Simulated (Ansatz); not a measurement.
Breaking a bond: SMILES CO (CH4O). The C1–H6 bond (C1 also carries H, H, O; H6 carries nothing else) is pulled apart rigidly from the PBE0/def2-TZVP optimised geometry.

Methods: UHF/cc-pVTZ (Ansatz, a first-principles code); RCCSD = CCSD on RHF/cc-pVTZ, frozen core (Ansatz); UCCSD(T) = CCSD(T) on UHF/cc-pVTZ, frozen core (Ansatz); RHF/cc-pVTZ (Ansatz); RKS-B3LYP = restricted B3LYP/cc-pVTZ (Ansatz).

Energies are in kJ/mol, each relative to the lowest point of its own curve near equilibrium.

```csv
R / Å,UHF,RCCSD,UCCSD(T),RHF,RKS-B3LYP
0.81,226.7,230.9,232.2,226.7,228.7
0.87,120.6,124.5,125.6,120.6,123.7
0.95,39.8,42.9,43.7,39.8,43.1
0.99,18.0,20.4,21.0,18.0,20.8
1.02,7.7,9.6,10.1,7.7,10.0
1.06,0.8,1.8,2.0,0.8,2.0
1.10,0.0,0.0,0.0,0.0,0.0
1.13,2.7,1.9,1.7,2.7,1.6
1.18,12.3,9.8,9.3,12.3,9.0
1.27,40.8,35.0,33.7,40.8,32.9
1.38,87.3,76.5,74.2,87.3,72.6
1.46,125.0,110.1,106.9,125.0,104.8
1.62,202.9,178.4,172.7,202.9,170.5
1.82,279.0,257.1,250.3,296.1,247.4
2.00,314.5,318.0,310.1,372.0,308.5
2.18,333.7,368.5,359.7,439.6,361.3
2.44,347.1,—,409.9,523.3,424.3
2.69,352.5,—,433.0,590.4,472.3
2.98,355.1,—,443.0,654.9,515.3
3.33,356.3,—,447.0,717.5,553.6
3.85,356.8,—,448.7,787.8,591.0
```

At the longest distance, 3.85 Å, RHF lies highest above its minimum (787.8 kJ/mol) and UHF lowest (356.8 kJ/mol).

A dash means that the run gave no value there, or that the column was ended at a point which the program doubted or which failed a test of continuity chosen for this set; such a test can also cut sound points.

The unrestricted determinant behind UHF, UCCSD(T) is spin-contaminated at 1.82 to 3.85 Å (<S²> up to 1.0, against 0.00 for a pure singlet). The T1 diagnostic of CCSD on the restricted reference of RCCSD exceeds 0.045 at 2.69 to 3.85 Å. The restricted form behind RHF, RKS-B3LYP keeps the bonding electrons paired and can't separate into open-shell fragments.
